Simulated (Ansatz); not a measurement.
Two shapes of doublet CH₃.

Shape 1:

```xyz
4

C    -0.0331   -0.0197    0.0319
H     1.0791    0.0023   -0.0487
H    -0.5446    0.9942    0.0021
H    -0.5378   -0.9206    0.0434
```

Shape 2:

```xyz
4

C     0.0000    0.0000    0.0000
H     1.1776    0.0000    0.0000
H    -0.5888    1.0198    0.0000
H    -0.5888   -1.0198    0.0000
```

Basis set: 6-31G* (spherical functions). Left uncorrelated: 1 orbital. Charge 0, multiplicity 2.

Computed with Ansatz (development build ahead of 0.2.0); each method stands on the lowest determinant of its kind that the runs found.

Question: Which shape is lower in energy, and by how much in each method?

Answer:

```
 method  E(2) − E(1) (eV)
    UHF             0.396
UHF-MP2             0.332
```

Shape 1 is lower.
